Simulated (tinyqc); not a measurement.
MP2 on RHF in the sto-6g basis, for BH3, spin multiplicity 1, step by step (part 2 of 2). Computed by tinyqc, a small Python program that keeps every step (integrals from PySCF). Command: `OMP_NUM_THREADS=1 python tinyqc.py 29329 29330 out.jsonl` (the two numbers bound the seeds that draw the settings). One thread of a shared host (Intel(R) Xeon(R) Processor @ 2.60GHz), about 0.3 s of CPU time with the checks.

Geometry (angstrom):
```
atom          x          y         z
B      0.000000   0.000000  0.023000
H      1.196000   0.000000  0.000000
H     -0.598000   1.036000  0.000000
H     -0.598000  -1.036000  0.000000
```

## Iteration 8 (converged): orbitals

converged F (hartree), order 1B 1s, 1B 2s, 1B 2px, 1B 2py, 1B 2pz, 2H 1s, 3H 1s, 4H 1s:
$$\begin{pmatrix}
-7.522465 & -2.113202 & -0.000003 & 0.000000 & -0.000393 & -0.549912 & -0.549664 & -0.549664 \\
-2.113202 & -1.053648 & -0.000056 & 0.000000 & 0.006198 & -0.561593 & -0.561458 & -0.561458 \\
-0.000003 & -0.000056 & -0.203264 & 0.000000 & 0.000003 & -0.395863 & 0.197877 & 0.197877 \\
0.000000 & 0.000000 & 0.000000 & -0.203243 & 0.000000 & 0.000000 & -0.342805 & 0.342805 \\
-0.000393 & 0.006198 & 0.000003 & 0.000000 & 0.234753 & 0.005896 & 0.005894 & 0.005894 \\
-0.549912 & -0.561593 & -0.395863 & 0.000000 & 0.005896 & -0.403609 & -0.155483 & -0.155483 \\
-0.549664 & -0.561458 & 0.197877 & -0.342805 & 0.005894 & -0.155483 & -0.403475 & -0.155399 \\
-0.549664 & -0.561458 & 0.197877 & 0.342805 & 0.005894 & -0.155483 & -0.155399 & -0.403475
\end{pmatrix}$$

X, order 1B 1s, 1B 2s, 1B 2px, 1B 2py, 1B 2pz, 2H 1s, 3H 1s, 4H 1s:
$$\begin{pmatrix}
1.031764 & -0.174466 & -0.000005 & 0.000000 & 0.000689 & 0.024537 & 0.024536 & 0.024536 \\
-0.174466 & 1.428410 & 0.000105 & 0.000000 & -0.007739 & -0.343924 & -0.343773 & -0.343773 \\
-0.000005 & 0.000105 & 1.209127 & 0.000000 & -0.000002 & -0.361224 & 0.180521 & 0.180521 \\
0.000000 & 0.000000 & 0.000000 & 1.209115 & 0.000000 & 0.000000 & -0.312755 & 0.312755 \\
0.000689 & -0.007739 & -0.000002 & 0.000000 & 1.000150 & 0.006668 & 0.006665 & 0.006665 \\
0.024537 & -0.343924 & -0.361224 & 0.000000 & 0.006668 & 1.270556 & -0.018032 & -0.018032 \\
0.024536 & -0.343773 & 0.180521 & -0.312755 & 0.006665 & -0.018032 & 1.270403 & -0.018049 \\
0.024536 & -0.343773 & 0.180521 & 0.312755 & 0.006665 & -0.018032 & -0.018049 & 1.270403
\end{pmatrix}$$

Diagonalise F' = X^T F X, C = X C', fill 4 alpha and 4 beta electrons from the bottom; D = 2 C_occ C_occ^T. Each column has its largest component positive (the first on a tie).

F' = X^T F X (hartree):
$$\begin{pmatrix}
-7.349595 & -1.111914 & 0.000005 & 0.000000 & 0.000024 & -0.082656 & -0.082569 & -0.082569 \\
-1.111914 & -0.122191 & 0.000063 & 0.000000 & -0.004657 & -0.404930 & -0.404808 & -0.404808 \\
0.000005 & 0.000063 & 0.172860 & 0.000000 & -0.000001 & -0.489995 & 0.244920 & 0.244920 \\
0.000000 & 0.000000 & 0.000000 & 0.172872 & 0.000000 & 0.000000 & -0.424290 & 0.424290 \\
0.000024 & -0.004657 & -0.000001 & 0.000000 & 0.234982 & 0.007284 & 0.007281 & 0.007281 \\
-0.082656 & -0.404930 & -0.489995 & 0.000000 & 0.007284 & 0.054468 & -0.046555 & -0.046555 \\
-0.082569 & -0.404808 & 0.244920 & -0.424290 & 0.007281 & -0.046555 & 0.054406 & -0.046560 \\
-0.082569 & -0.404808 & 0.244920 & 0.424290 & 0.007281 & -0.046555 & -0.046560 & 0.054406
\end{pmatrix}$$

orbital energies (hartree): MO1 -7.524924, MO2 -0.665665, MO3 -0.464200, MO4 -0.464194, MO5 0.234697, MO6 0.680400, MO7 0.738032, MO8 0.738060

coefficients C, order 1B 1s, 1B 2s, 1B 2px, 1B 2py, 1B 2pz, 2H 1s, 3H 1s, 4H 1s:
$$\begin{pmatrix}
0.994251 & -0.218925 & 0.000036 & 0.000000 & -0.007434 & -0.245484 & 0.000000 & -0.000584 \\
0.024380 & 0.554543 & -0.000144 & 0.000000 & 0.035231 & 1.454693 & 0.000000 & 0.003638 \\
0.000002 & 0.000093 & 0.507049 & 0.000000 & 0.000000 & -0.002674 & 0.000000 & 1.183445 \\
0.000000 & 0.000000 & 0.000000 & 0.507039 & 0.000000 & 0.000000 & 1.183428 & 0.000000 \\
-0.000076 & -0.003606 & -0.000001 & 0.000000 & 0.999417 & -0.040558 & 0.000000 & -0.000098 \\
-0.004287 & 0.282301 & 0.518153 & 0.000000 & -0.011410 & -0.737333 & 0.000000 & -0.986099 \\
-0.004286 & 0.282166 & -0.259166 & 0.448777 & -0.011414 & -0.740689 & -0.852332 & 0.490288 \\
-0.004286 & 0.282166 & -0.259166 & -0.448777 & -0.011414 & -0.740689 & 0.852332 & 0.490288
\end{pmatrix}$$

D after iteration 8, order 1B 1s, 1B 2s, 1B 2px, 1B 2py, 1B 2pz, 2H 1s, 3H 1s, 4H 1s:
$$\begin{pmatrix}
2.072927 & -0.194327 & -0.000001 & 0.000000 & 0.001428 & -0.132094 & -0.132088 & -0.132088 \\
-0.194327 & 0.616225 & -0.000043 & 0.000000 & -0.004003 & 0.312739 & 0.312812 & 0.312812 \\
-0.000001 & -0.000043 & 0.514198 & 0.000000 & -0.000002 & 0.525511 & -0.262767 & -0.262767 \\
0.000000 & 0.000000 & 0.000000 & 0.514177 & 0.000000 & 0.000000 & 0.455094 & -0.455094 \\
0.001428 & -0.004003 & -0.000002 & 0.000000 & 0.000026 & -0.002036 & -0.002034 & -0.002034 \\
-0.132094 & 0.312739 & 0.525511 & 0.000000 & -0.002036 & 0.696390 & -0.109227 & -0.109227 \\
-0.132088 & 0.312812 & -0.262767 & 0.455094 & -0.002034 & -0.109227 & 0.696407 & -0.109195 \\
-0.132088 & 0.312812 & -0.262767 & -0.455094 & -0.002034 & -0.109227 & -0.109195 & 0.696407
\end{pmatrix}$$

Within a degenerate level the vectors are fixed only up to a rotation; this is one choice.

## Convergence

Stop when the energy changes by less than 1e-10 hartree and every element of the error matrix X^T (F D S - S D F) X is below 3e-06.

Course of the cycle:
```
iteration   E (hartree)     change  largest element of the error matrix
1          -26.18980219          -                             6.30e-01
2          -26.30889082  -1.19e-01                             1.06e-01
3          -26.32675985  -1.79e-02                             1.97e-02
4          -26.32765310  -8.93e-04                             2.67e-03
5          -26.32766949  -1.64e-05                             3.79e-05
6          -26.32766949  -3.45e-09                             7.69e-06
7          -26.32766949  -1.24e-10                             1.53e-08
8          -26.32766949   7.11e-15                             8.12e-10
```

PySCF RHF in the same basis = -26.32766949 hartree

Converged in 8 iterations.

## Integrals over molecular orbitals

core Hamiltonian H = T + V (hartree), order 1B 1s, 1B 2s, 1B 2px, 1B 2py, 1B 2pz, 2H 1s, 3H 1s, 4H 1s:
$$\begin{pmatrix}
-13.771450 & -3.429569 & -0.000010 & 0.000000 & 0.001115 & -0.888769 & -0.888362 & -0.888362 \\
-3.429569 & -4.656604 & -0.000064 & 0.000000 & 0.009252 & -2.004234 & -2.003678 & -2.003678 \\
-0.000010 & -0.000064 & -3.965860 & 0.000000 & 0.000001 & -1.807716 & 0.903513 & 0.903513 \\
0.000000 & 0.000000 & 0.000000 & -3.965865 & 0.000000 & 0.000000 & -1.565313 & 1.565313 \\
0.001115 & 0.009252 & 0.000001 & 0.000000 & -3.786060 & 0.036656 & 0.036643 & 0.036643 \\
-0.888769 & -2.004234 & -1.807716 & 0.000000 & 0.036656 & -3.162681 & -0.466613 & -0.466613 \\
-0.888362 & -2.003678 & 0.903513 & -1.565313 & 0.036643 & -0.466613 & -3.162294 & -0.466348 \\
-0.888362 & -2.003678 & 0.903513 & 1.565313 & 0.036643 & -0.466613 & -0.466348 & -3.162294
\end{pmatrix}$$

Given earlier and not repeated: Two-electron integrals (ij|kl) in chemists' order.

(pq|rs) = sum C_ip C_jq C_kr C_ls (ij|kl), one index at a time.

one-electron integrals over orbitals h = C^T H C (hartree):
$$\begin{pmatrix}
-13.758844 & 0.299398 & -0.000056 & 0.000000 & 0.011561 & 0.320399 & 0.000000 & 0.000756 \\
0.299398 & -3.790385 & -0.000064 & 0.000000 & -0.006482 & -0.624228 & 0.000000 & -0.001594 \\
-0.000056 & -0.000064 & -3.530353 & 0.000000 & 0.000005 & 0.001633 & 0.000000 & -0.626868 \\
0.000000 & 0.000000 & 0.000000 & -3.530237 & 0.000000 & 0.000000 & -0.626971 & 0.000000 \\
0.011561 & -0.006482 & 0.000005 & 0.000000 & -3.785484 & 0.018999 & 0.000000 & 0.000042 \\
0.320399 & -0.624228 & 0.001633 & 0.000000 & 0.018999 & -2.988160 & 0.000000 & 0.000409 \\
0.000000 & 0.000000 & 0.000000 & -0.626971 & 0.000000 & 0.000000 & -3.155688 & 0.000000 \\
0.000756 & -0.001594 & -0.626868 & 0.000000 & 0.000042 & 0.000409 & 0.000000 & -3.155667
\end{pmatrix}$$

Two-electron integrals over orbitals (pq|rs), unique and non-zero (hartree):
```
(11|11) 2.898650    (21|11) -0.251843   (21|21) 0.034777    (22|11) 0.603190
(22|21) -0.008609   (22|22) 0.442101    (31|11) 0.000043    (31|21) -4.38e-06
(31|22) 0.000007    (31|31) 0.007573    (32|11) 0.000005    (32|21) 3.63e-06
(32|22) 0.000057    (32|31) 0.012773    (32|32) 0.121134    (33|11) 0.544718
(33|21) -0.003350   (33|22) 0.438340    (33|31) 0.004048    (33|32) 0.063569
(33|33) 0.491793    (41|41) 0.007573    (42|41) 0.012771    (42|42) 0.121090
(43|41) -0.004054   (43|42) -0.063609   (43|43) 0.049371    (44|11) 0.544689
(44|21) -0.003351   (44|22) 0.438279    (44|31) -0.004050   (44|32) -0.063593
(44|33) 0.393161    (44|44) 0.491818    (51|11) -0.008804   (51|21) 0.001118
(51|22) -0.000725   (51|31) -2.41e-07   (51|32) -2.23e-08   (51|33) -0.000353
(51|44) -0.000353   (51|51) 0.022217    (52|11) 0.004534    (52|21) -0.000374
(52|22) -0.000852   (52|31) 4.58e-08    (52|32) -7.41e-08   (52|33) -0.000571
(52|44) -0.000571   (52|51) 0.020964    (52|52) 0.068818    (53|11) -1.93e-06
(53|21) 1.16e-07    (53|22) -4.66e-07   (53|31) 0.000135    (53|32) -0.000833
(53|33) -0.000841   (53|44) 0.000841    (53|51) -3.82e-06   (53|52) -0.000009
(53|53) 0.017753    (54|41) 0.000135    (54|42) -0.000833   (54|43) 0.000842
(54|54) 0.017751    (55|11) 0.742973    (55|21) -0.009361   (55|22) 0.462247
(55|31) 1.46e-06    (55|32) 4.42e-06    (55|33) 0.434079    (55|44) 0.434062
(55|51) 0.001140    (55|52) 0.005814    (55|53) -1.84e-06   (55|55) 0.587194
(61|11) -0.291469   (61|21) 0.041457    (61|22) -0.009353   (61|31) -0.000038
(61|32) -0.000044   (61|33) -0.003417   (61|44) -0.003392   (61|51) 0.000670
(61|52) -0.001003   (61|53) -4.01e-07   (61|55) -0.007691   (61|61) 0.049635
(62|11) 0.224448    (62|21) -0.010254   (62|22) 0.042742    (62|31) -0.000016
(62|32) -2.94e-06   (62|33) 0.022181    (62|44) 0.022072    (62|51) -0.000975
(62|52) -0.000302   (62|53) -3.42e-06   (62|55) 0.108625    (62|61) -0.010814
(62|62) 0.071450    (63|11) -0.000529   (63|21) 0.000015    (63|22) -0.000138
(63|31) 0.003436    (63|32) -0.042654   (63|33) -0.040358   (63|44) 0.040218
(63|51) 8.03e-08    (63|52) -0.000006   (63|53) 0.000980    (63|55) -0.000258
(63|61) -9.85e-07   (63|62) -0.000275   (63|63) 0.058864    (64|41) 0.003421
(64|42) -0.042888   (64|43) 0.040419    (64|54) 0.000984    (64|64) 0.059153
(65|11) -0.003945   (65|21) -0.000182   (65|22) -0.002307   (65|31) -1.10e-06
(65|32) -0.000008   (65|33) -0.001044   (65|44) -0.001037   (65|51) 0.023636
(65|52) 0.065507    (65|53) -0.000051   (65|55) 0.000625    (65|61) -0.000944
(65|62) -0.003710   (65|63) 0.000006    (65|65) 0.068491    (66|11) 0.635978
(66|21) -0.012864   (66|22) 0.439964    (66|31) -0.000059   (66|32) -0.000505
(66|33) 0.438677    (66|44) 0.439212    (66|51) -0.002058   (66|52) -0.004141
(66|53) 0.000006    (66|55) 0.462214    (66|61) -0.013741   (66|62) 0.030062
(66|63) 0.000137    (66|65) -0.005287   (66|66) 0.458373    (71|41) 0.013351
(71|42) 0.019359    (71|43) -0.005274   (71|54) 0.000263    (71|64) 0.006268
(71|71) 0.023786    (72|41) 0.007652    (72|42) -0.003552   (72|43) 0.024889
(72|54) 0.001396    (72|64) 0.046021    (72|71) 0.012905    (72|72) 0.048836
(73|41) 0.003230    (73|42) 0.051432    (73|43) -0.023772   (73|54) -0.000719
(73|64) -0.030273   (73|71) 0.005305    (73|72) -0.009724   (73|73) 0.036157
(74|11) 0.203984    (74|21) -0.005294   (74|22) 0.046285    (74|31) 0.003232
(74|32) 0.051434    (74|33) 0.053321    (74|44) 0.005818    (74|51) 0.000039
(74|52) 0.002408    (74|53) -0.000719   (74|55) 0.097474    (74|61) -0.005016
(74|62) 0.068150    (74|63) -0.030288   (74|65) -0.000843   (74|66) 0.028645
(74|74) 0.105207    (75|41) 0.000472    (75|42) 0.003216    (75|43) -0.001539
(75|54) 0.016245    (75|64) -0.001188   (75|71) 0.000783    (75|72) 0.000426
(75|73) 0.001368    (75|75) 0.020153    (76|41) 0.013134    (76|42) 0.108854
(76|43) -0.057767   (76|54) -0.001088   (76|64) -0.045448   (76|71) 0.020813
(76|72) -0.008926   (76|73) 0.052815    (76|75) 0.002852    (76|76) 0.111280
(77|11) 0.683746    (77|21) -0.009439   (77|22) 0.457510    (77|31) 0.000784
(77|32) -0.028561   (77|33) 0.423369    (77|44) 0.489228    (77|51) -0.000243
(77|52) 0.000911    (77|53) 0.000895    (77|55) 0.477203    (77|61) -0.009288
(77|62) 0.046672    (77|63) 0.036730    (77|65) -0.000592   (77|66) 0.466609
(77|74) 0.043101    (77|77) 0.528260    (81|11) -0.000697   (81|21) 0.000102
(81|22) -0.000013   (81|31) 0.013351    (81|32) 0.019361    (81|33) 0.005256
(81|44) -0.005277   (81|51) 1.61e-06    (81|52) -2.32e-06   (81|53) 0.000263
(81|55) -0.000018   (81|61) 0.000064    (81|62) -0.000055   (81|63) 0.006293
(81|65) -4.05e-06   (81|66) -0.000130   (81|74) 0.005295    (81|77) 0.002308
(81|81) 0.023786    (82|11) 0.000570    (82|21) -0.000024   (82|22) 0.000109
(82|31) 0.007650    (82|32) -0.003585   (82|33) -0.024842   (82|44) 0.024958
(82|51) -2.27e-06   (82|52) 7.78e-08    (82|53) 0.001396    (82|55) 0.000274
(82|61) -0.000057   (82|62) 0.000073    (82|63) 0.045986    (82|65) -0.000010
(82|66) 0.000119    (82|74) -0.009557   (82|77) 0.031064    (82|81) 0.012901
(82|82) 0.048843    (83|11) 0.203965    (83|21) -0.005295   (83|22) 0.046231
(83|31) -0.003226   (83|32) -0.051547   (83|33) 0.005737    (83|44) 0.053415
(83|51) 0.000039    (83|52) 0.002408    (83|53) 0.000720    (83|55) 0.097461
(83|61) -0.004992   (83|62) 0.068113    (83|63) 0.030052    (83|65) -0.000837
(83|66) 0.029134    (83|74) 0.036768    (83|77) 0.065463    (83|81) -0.005309
(83|82) 0.010000    (83|83) 0.105347    (84|41) 0.003241    (84|42) 0.051333
(84|43) -0.023674   (84|54) -0.000717   (84|64) -0.030134   (84|71) 0.005323
(84|72) -0.009607   (84|73) 0.032149    (84|75) 0.001366    (84|76) 0.052709
(84|84) 0.036011    (85|11) -0.000009   (85|21) -3.42e-07   (85|22) -3.97e-06
(85|31) 0.000472    (85|32) 0.003216    (85|33) 0.001534    (85|44) -0.001540
(85|51) 0.000057    (85|52) 0.000160    (85|53) 0.016245    (85|55) 2.10e-06
(85|61) -4.08e-06   (85|62) -0.000010   (85|63) -0.001181   (85|65) 0.000116
(85|66) -0.000026   (85|74) 0.001366    (85|77) -0.000513   (85|81) 0.000783
(85|82) 0.000425    (85|83) -0.001373   (85|85) 0.020152    (86|11) -0.000086
(86|21) -0.000006   (86|22) 0.000012    (86|31) 0.013138    (86|32) 0.108735
(86|33) 0.057516    (86|44) -0.057618   (86|51) -4.32e-06   (86|52) -0.000012
(86|53) -0.001084   (86|55) -0.000023   (86|61) -0.000060   (86|62) -0.000025
(86|63) -0.045018   (86|65) -0.000018   (86|66) -0.000533   (86|74) 0.052700
(86|77) -0.029384   (86|81) 0.020822    (86|82) -0.008802   (86|83) -0.052928
(86|85) 0.002849    (86|86) 0.110994    (87|41) 0.000814    (87|42) -0.028301
(87|43) 0.032810    (87|54) 0.000893    (87|64) 0.036818    (87|71) 0.002379
(87|72) 0.030917    (87|73) -0.011027   (87|75) -0.000505   (87|76) -0.029231
(87|84) -0.010935   (87|87) 0.034261    (88|11) 0.683745    (88|21) -0.009439
(88|22) 0.457534    (88|31) -0.000719   (88|32) 0.029091    (88|33) 0.489504
(88|44) 0.423075    (88|51) -0.000243   (88|52) 0.000911    (88|53) -0.000901
(88|55) 0.477207    (88|61) -0.009277   (88|62) 0.046806    (88|63) -0.037229
(88|65) -0.000594   (88|66) 0.466329    (88|74) 0.065645    (88|77) 0.459322
(88|81) -0.002254   (88|82) -0.030870   (88|83) 0.042758    (88|85) 0.000524
(88|86) 0.029799    (88|88) 0.528546
```

## Second-order Moller-Plesset energy

Hartree-Fock energy = -26.32766949 hartree

E2 = sum_ijab (ia|jb) [2 (ia|jb) - (ib|ja)] / (e_i + e_j - e_a - e_b) over occupied i, j and virtual a, b; the opposite-spin part is (ia|jb)^2 / denominator, the rest is same-spin, and SCS-MP2 scales them by 6/5 and 1/3.

Terms (the 40 largest of 136):
```
i  j  a  b    (ia|jb)    (ib|ja)  denominator       term
3  3  8  8   0.105347   0.105347    -2.404521  -0.004615
4  4  7  7   0.105207   0.105207    -2.404452  -0.004603
2  2  5  5   0.068818   0.068818    -1.800725  -0.002630
4  2  7  6   0.068150   0.046021    -2.548292  -0.002414
2  4  6  7   0.068150   0.046021    -2.548292  -0.002414
3  2  8  6   0.068113   0.045986    -2.548326  -0.002412
2  3  6  8   0.068113   0.045986    -2.548326  -0.002412
2  2  6  6   0.071450   0.071450    -2.692132  -0.001896
4  4  6  6   0.059153   0.059153    -2.289189  -0.001528
3  3  6  6   0.058864   0.058864    -2.289201  -0.001514
2  2  8  8   0.048843   0.048843    -2.807451  -0.000850
2  2  7  7   0.048836   0.048836    -2.807395  -0.000850
4  3  7  8   0.036768   0.032149    -2.404487  -0.000633
3  4  8  7   0.036768   0.032149    -2.404487  -0.000633
3  3  7  7   0.036157   0.036157    -2.404464  -0.000544
4  4  8  8   0.036011   0.036011    -2.404509  -0.000539
2  4  7  6   0.046021   0.068150    -2.548292  -0.000431
4  2  6  7   0.046021   0.068150    -2.548292  -0.000431
2  3  8  6   0.045986   0.068113    -2.548326  -0.000431
3  2  6  8   0.045986   0.068113    -2.548326  -0.000431
4  3  7  6  -0.030288  -0.030273    -2.346827  -0.000391
3  4  6  7  -0.030288  -0.030273    -2.346827  -0.000391
3  4  7  6  -0.030273  -0.030288    -2.346827  -0.000390
4  3  6  7  -0.030273  -0.030288    -2.346827  -0.000390
4  4  8  6  -0.030134  -0.030134    -2.346849  -0.000387
4  4  6  8  -0.030134  -0.030134    -2.346849  -0.000387
3  3  8  6   0.030052   0.030052    -2.346861  -0.000385
3  3  6  8   0.030052   0.030052    -2.346861  -0.000385
3  4  7  8   0.032149   0.036768    -2.404487  -0.000368
4  3  8  7   0.032149   0.036768    -2.404487  -0.000368
3  3  5  5   0.017753   0.017753    -1.397795  -0.000225
4  4  5  5   0.017751   0.017751    -1.397783  -0.000225
1  1  6  6   0.049635   0.049635   -16.410648  -0.000150
1  2  5  5   0.020964   0.020964    -8.659984  -0.000051
2  1  5  5   0.020964   0.020964    -8.659984  -0.000051
3  2  8  8   0.010000   0.010000    -2.605986  -0.000038
2  3  8  8   0.010000   0.010000    -2.605986  -0.000038
2  3  7  7  -0.009724  -0.009724    -2.605929  -0.000036
3  2  7  7  -0.009724  -0.009724    -2.605929  -0.000036
2  4  7  8  -0.009607  -0.009557    -2.605952  -0.000036
```

Pair energies (hartree; pair i-j sums ij and ji):
```
pair  opposite spin  same spin
1-1       -0.000250          0
2-1       -0.000195  -1.63e-10
2-2       -0.006226          0
3-1       -0.000026  -0.000027
3-2       -0.005458  -0.000385
3-3       -0.007669          0
4-1       -0.000026  -0.000027
4-2       -0.005456  -0.000385
4-3       -0.003548  -0.000018
4-4       -0.007672          0
```

MP2 correlation energy = -0.03736792 hartree

SCS-MP2 correlation energy = -0.04411140 hartree

MP2 total energy = -26.36503742 hartree
